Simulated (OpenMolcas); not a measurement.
## How methods differ on AlH3O (AlH2(OH))

The species is AlH3O (5 atoms), meant as a singlet with charge 0. SMILES: `[H][Al]([H])[OH]`. Geometry: a GFN2-xTB relaxation, a rough one for these elements and not checked as a minimum.

```xyz
5

Al    0.2718    0.4511   -0.1093
H     1.7990    0.4172   -0.2214
H    -0.4810    1.7690   -0.3118
O    -0.5554   -0.9200    0.2267
H    -1.0343   -1.7173    0.4158
```

Each level gives the energy change with the Al1–H3 bond stretched from 1.531 to 2.297 Å (eV). The values are calculated.

```tsv
level	kind	program	value (eV)	less FCI/STO-3G	CPU time (all runs)
SVWN5/STO-3G (restricted)	LDA	OpenMolcas	2.83	-0.10	6.4 s
PBE/STO-3G (restricted)	GGA	OpenMolcas	2.72	-0.21	7.6 s
r2SCAN/STO-3G (restricted)	meta-GGA	OpenMolcas	2.94	+0.01	9.2 s
B3LYP/STO-3G (restricted)	global hybrid	OpenMolcas	2.98	+0.05	7.6 s
PBE0/STO-3G (restricted)	global hybrid	OpenMolcas	3.10	+0.17	6.6 s
MP2/STO-3G (restricted)	perturbation theory	OpenMolcas	3.40	+0.47	2.7 s
ACPF/STO-3G (restricted)	coupled cluster or CI	OpenMolcas	2.86	-0.07	2.8 s
FCI/STO-3G	exact in the basis	OpenMolcas	2.93	0.00	26 s
```

FCI/STO-3G is exact within its basis and frozen core, so for wave-function methods in that basis the difference is their error; functionals converge differently with the basis, so for them it is only a difference. The first shape isn't each level's own minimum. The values span 2.72 to 3.40 eV. All rows use very small basis sets, so even the best lies far from the true value. Times are those of the runs behind each value, whatever else they computed, on shared processors of several kinds: orders of magnitude only.
